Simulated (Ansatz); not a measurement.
**SnH$_{3}$⁻, triplet: vertical spin and charge gaps**

Geometry (PBE0/def2-TZVPD stationary point for this spin, not checked as a minimum):

```xyz
4

Sn    0.0000   -0.0123    0.0000
H     0.0000   -0.1535   -1.9014
H     0.0000    1.7590    0.0000
H     0.0000   -0.1535    1.9014
```

Basis def2-SVPD with its core potentials; Ansatz 0.2.0. Only valence electrons are correlated (noble-gas cores and the filled d shells of p-block atoms frozen). R marks a restricted (for open shells ROHF) determinant, U an unrestricted one. No spin–orbit coupling is included; scalar relativity enters through the core potentials alone.

Gaps are energies of the second state less the first, at fixed atoms, for a selection of the levels run; each method lands on the state that its own search finds for that charge and spin.

Unrestricted rows (U, and Kohn–Sham where it breaks symmetry) aren't spin-pure: their determinants' ⟨S²⟩ exceeds S(S+1) by up to 0.14, so they mix in states of higher spin. The highest occupied Kohn–Sham level of the anion is positive, up to +0.61 eV, so in those functionals the extra electron is held by the basis alone, which enters their differences from the reference. A value is left out where its run failed or describes another state than the reference as far as symmetry and spin tell, or, spin-broken singlets apart, can't be checked.

Task: PBE gives 1.284 eV for removing an electron, to the doublet. Estimate what UCCSDT(Q) gives in def2-SVPD.

Result: UCCSDT(Q) in def2-SVPD gives 1.084 eV, so against it PBE is off by 0.200 eV, of which a good part can be the reference's own basis and frozen-core error.

| level | gap (eV) | error (meV) | ⟨S²⟩ where 0.1 over S(S+1) (first / second) |
| --- | --- | --- | --- |
| UMP2 | 1.214 | 130 | – / 0.89 |
| UCCSD | 1.097 | 13 | – / 0.89 |
| UCCSD(T) | 1.090 | 6 | – / 0.89 |
| UCCSDT | 1.086 | 2 | – / 0.89 |
| r2SCAN | 1.438 | 354 | – / – |
| PBE0 | 1.376 | 292 | – / – |
| B3LYP | 1.431 | 347 | – / – |
| wB97M-V | 1.304 | 220 | – / – |
| RPA-PBE | 1.220 | 136 | – / – |

In so small a basis the reference is far from its limit while semilocal and hybrid functionals are nearer theirs (RPA and double hybrids share part of the reference's basis error), so the functionals' errors here hold much of the reference's basis and frozen-core error, which can add to them or hide them.

Full CI isn't at hand for all of this; UCCSDT(Q) serves as the reference, and is uncertain by the last step of the cluster series or more.
